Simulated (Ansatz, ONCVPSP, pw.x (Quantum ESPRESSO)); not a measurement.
pw.x on bcc Re: one setting changed

Potential: optimised norm-conserving Vanderbilt (ONCV), ONCVPSP 4.0.1, LDA (Perdew-Wang 92); core [Kr] 4d10 4f14, reference 5s2 5p6 5d5 6s2; waves: 5s+6s: rc 1.95 bohr, ncon 3, nbas 6, qcut 7.4 1/bohr, 2 projectors; 5p: rc 1.65 bohr, ncon 4, nbas 9, qcut 7.4 1/bohr, 2 projectors, debl 0.9 Ha; 5d: rc 1.90 bohr, ncon 3, nbas 8, qcut 6 1/bohr, 1 projector; local part: polynomial inside 1.60 bohr (lpopt 4, dvloc0 0 Ha); core correction: Teter function fitted to the true core (icmod 2), fcfact 0.55. In the p channel the program set the typed energies aside and used -1.735, 0.250 Ha.

The reference run (k-mesh 15³, cutoffs 55/220 Ry, Fermi–Dirac 0.01 Ry, mixing_beta 0.4, conv_thr 1e-9, no spin) gives -3.16 GPa at 14.453 Å³/atom, where all-electron LAPW gives 0.92 GPa. This run, with its own iteration cap, changes k-mesh shift to 1.

```
&control
  calculation='scf', prefix='x', pseudo_dir='./', outdir='./tmp', tstress=.true., disk_io='none'
/
&system
  ibrav=0, nat=1, ntyp=1, ecutwfc=55, ecutrho=220, nbnd=15,
  occupations='smearing', smearing='fd', degauss=0.01
/
&electrons
  conv_thr=1e-09, mixing_beta=0.4, electron_maxstep=60
/
ATOMIC_SPECIES
Re 1.0 Re.UPF
CELL_PARAMETERS angstrom
  -1.53449686 1.53449686 1.53449686
  1.53449686 -1.53449686 1.53449686
  1.53449686 1.53449686 -1.53449686
ATOMIC_POSITIONS crystal
Re 0.0000 0.0000 0.0000
K_POINTS automatic
15 15 15 1 1 1
```

```bash
pw.x < Re.scf.in > Re.scf.out
```

Q: How does the run end?

A: It converges in 7 iterations; the free energy moves by -16.4 meV/atom and the pressure by -0.42 GPa.

```
Message from routine setup:
     using ibrav=0 with symmetry is DISCOURAGED, use correct ibrav instead
     lattice parameter (alat)  =       5.0226  a.u.
     unit-cell volume          =      97.5337 (a.u.)^3
     number of electrons       =        15.00
     number of Kohn-Sham states=           15
     kinetic-energy cutoff     =      55.0000  Ry
     charge density cutoff     =     220.0000  Ry
     scf convergence threshold =      1.0E-09
     Exchange-correlation= SLA  PW   NOGX NOGC
     number of k points=   120  Fermi-Dirac smearing, width (Ry)=  0.0100
     iteration #  1     ecut=    55.00 Ry     beta= 0.40
     total energy              =    -185.28111900 Ry
     estimated scf accuracy    <       0.03731266 Ry
     iteration #  2     ecut=    55.00 Ry     beta= 0.40
     total energy              =    -185.28209085 Ry
     estimated scf accuracy    <       0.00495227 Ry
     iteration #  3     ecut=    55.00 Ry     beta= 0.40
     total energy              =    -185.28258991 Ry
     estimated scf accuracy    <       0.00035633 Ry
     iteration #  4     ecut=    55.00 Ry     beta= 0.40
     total energy              =    -185.28260628 Ry
     estimated scf accuracy    <       0.00000445 Ry
     iteration #  5     ecut=    55.00 Ry     beta= 0.40
     total energy              =    -185.28260726 Ry
     estimated scf accuracy    <       0.00000017 Ry
     iteration #  6     ecut=    55.00 Ry     beta= 0.40
     total energy              =    -185.28260727 Ry
     estimated scf accuracy    <          2.8E-09 Ry
     iteration #  7     ecut=    55.00 Ry     beta= 0.40
     the Fermi energy is    25.1008 ev
!    total energy              =    -185.28260727 Ry
     estimated scf accuracy    <          7.5E-10 Ry
     smearing contrib. (-TS)   =      -0.00384853 Ry
     The total energy is F=E-TS. E is the sum of the following terms:
     one-electron contribution =     -17.03386193 Ry
     hartree contribution      =      19.06424021 Ry
     xc contribution           =     -46.12120827 Ry
     ewald contribution        =    -141.18792875 Ry
     convergence has been achieved in   7 iterations
          total   stress  (Ry/bohr**3)                   (kbar)     P=      -35.73
     Message from routine punch:
     Nothing written, as per user request (disk_io='none')
```

The run took about 9.7 s on one core of a shared host (Intel(R) Xeon(R) Platinum 8488C, 96 threads, 744 GiB, load 20).
